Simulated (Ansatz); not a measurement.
**HBBe, triplet in cc-pVDZ: errors against full CI**

Geometry: a point of a breathe scan, not a stationary point.

```yaml
atoms:
  - { symbol: B, position_ang: [0.0000, 0.0000, 0.2693] }
  - { symbol: Be, position_ang: [0.0000, 0.0000, -2.0801] }
  - { symbol: H, position_ang: [0.0000, 0.0000, 1.8108] }
```

Basis cc-pVDZ; Ansatz 0.2.0. Correlated methods freeze the noble-gas cores, which leaves 6 electrons in 31 orbitals. Prefix R: restricted or restricted open-shell reference; prefix U: unrestricted. Active spaces: valence = (6e, 9o) chosen from the atoms' valence shells; pair = (4e, 4o) about the gap.

Full CI is exact within this basis and frozen core; it isn't the basis-set limit. The frozen core follows each run's orbitals, which can shift R against U totals by a few meV.

For open shells CISD is restricted-active-space CI with the open shells as a complete middle space.

* UHF ⟨S²⟩: 2.055
* T1 diagnostic (RCCSD): 0.0424
* largest doubles amplitude (RCCSD): 0.063
* T1 diagnostic (UCCSD): 0.0411

```json
{"level": "RHF", "E − E(full CI) (kcal/mol)": "75.01", "share of correlation (%)": "0.00", "wall time": "–"}
{"level": "UHF", "E − E(full CI) (kcal/mol)": "70.82", "share of correlation (%)": "5.58", "wall time": "–"}
{"level": "RMP2", "E − E(full CI) (kcal/mol)": "21.88", "share of correlation (%)": "70.82", "wall time": "–"}
{"level": "UMP2", "E − E(full CI) (kcal/mol)": "22.46", "share of correlation (%)": "70.06", "wall time": "–"}
{"level": "CISD", "E − E(full CI) (kcal/mol)": "6.75", "share of correlation (%)": "91.01", "wall time": "0.78 s"}
{"level": "RCCSD", "E − E(full CI) (kcal/mol)": "3.98", "share of correlation (%)": "94.69", "wall time": "–"}
{"level": "UCCSD", "E − E(full CI) (kcal/mol)": "3.69", "share of correlation (%)": "95.08", "wall time": "–"}
{"level": "RCCSD(T)", "E − E(full CI) (kcal/mol)": "1.28", "share of correlation (%)": "98.29", "wall time": "1.1 s"}
{"level": "UCCSD(T)", "E − E(full CI) (kcal/mol)": "1.30", "share of correlation (%)": "98.27", "wall time": "0.87 s"}
{"level": "BCCD(T)", "E − E(full CI) (kcal/mol)": "1.29", "share of correlation (%)": "98.29", "wall time": "1.4 s"}
{"level": "RCCSDT", "E − E(full CI) (kcal/mol)": "0.21", "share of correlation (%)": "99.72", "wall time": "–"}
{"level": "UCCSDT", "E − E(full CI) (kcal/mol)": "0.18", "share of correlation (%)": "99.75", "wall time": "–"}
{"level": "RCCSDT(Q)", "E − E(full CI) (kcal/mol)": "0.04", "share of correlation (%)": "99.94", "wall time": "4.7 s"}
{"level": "UCCSDT(Q)", "E − E(full CI) (kcal/mol)": "0.03", "share of correlation (%)": "99.96", "wall time": "4.3 s"}
{"level": "CASSCF (pair space)", "E − E(full CI) (kcal/mol)": "60.61", "share of correlation (%)": "19.19", "wall time": "–"}
{"level": "NEVPT2 (pair space)", "E − E(full CI) (kcal/mol)": "20.29", "share of correlation (%)": "72.95", "wall time": "0.57 s"}
{"level": "CASSCF (valence space)", "E − E(full CI) (kcal/mol)": "29.82", "share of correlation (%)": "60.24", "wall time": "–"}
{"level": "NEVPT2 (valence space)", "E − E(full CI) (kcal/mol)": "8.45", "share of correlation (%)": "88.74", "wall time": "2.9 s"}
{"level": "MRCISD (valence space)", "E − E(full CI) (kcal/mol)": "1.23", "share of correlation (%)": "98.35", "wall time": "–"}
{"level": "MRCISD+Q (valence space)", "E − E(full CI) (kcal/mol)": "0.30", "share of correlation (%)": "99.60", "wall time": "4.3 s"}
{"level": "MRCISD+Q(relaxed) (valence space)", "E − E(full CI) (kcal/mol)": "-0.34", "share of correlation (%)": "100.45", "wall time": "5.5 s"}
```

The correlation energy at full CI, counted from RHF, is -3.253 eV. That run took 64 s on 1 thread of Arm Neoverse V1, shared host over 5,050,836 determinants.

Times hold each run's SCF and search for its determinant on a shared host, so for small cases they say little of a method's own cost; they ran on 1 thread of Arm Neoverse V1.

More than 5 meV below full CI, which no variational method can be: MRCISD+Q(relaxed) (valence space).

The full-CI state has the irrep B1 of C2v, in the program's axes (one component, if the state is degenerate).

Natural occupations of full CI about the gap: 1.929 1.886 0.986 0.969 0.061 0.042 0.034 0.031 0.016 0.008; effectively unpaired electrons, Σ n²(2−n)², 2.09.
